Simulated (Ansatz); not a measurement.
Relaxation of CH$_{2}$LiN (5 atoms, charge 0, multiplicity 1), to a largest force component of 0.02 eV/Å in at most 50 steps.

Computed with Ansatz 0.2.0, RKS B3LYP-D4/def2-TZVP.

```xyz
5
Properties=species:S:1:pos:R:3:forces:R:3
Li -2.203 0.387 -0.657 -0.28 0.05 -0.08
N -0.613 0.109 -0.183 -0.42 0.07 -0.12
C 0.555 -0.098 0.166 0.42 -0.07 0.12
H 0.964 -1.109 0.361 0.12 -0.08 0.04
H 1.297 0.711 0.314 0.15 0.03 0.04
```

Problem. Where does it end, and by what steps?

Solution. The run converged. After 5 steps the energy has fallen by 0.008 eV; Li1 moved furthest, 0.03 Å.

| step | energy less start (eV) | largest force component (eV/Å) | accepted |
| --- | --- | --- | --- |
| 0 | 0.0000 | 0.419 | yes |
| 1 | -0.0067 | 0.127 | yes |
| 2 | -0.0072 | 0.078 | yes |
| 3 | -0.0065 | 0.155 | no |
| 4 | -0.0075 | 0.020 | yes |
| 5 | -0.0076 | 0.000 | yes |

```xyz
5
Properties=species:S:1:pos:R:3
Li -2.228 0.391 -0.664
N -0.618 0.109 -0.184
C 0.559 -0.098 0.167
H 0.977 -1.109 0.364
H 1.310 0.707 0.318
```

Time of the run: 6.6 s on 2 threads of Arm Neoverse V2, with other jobs on the host, peak memory 0.12 GiB.
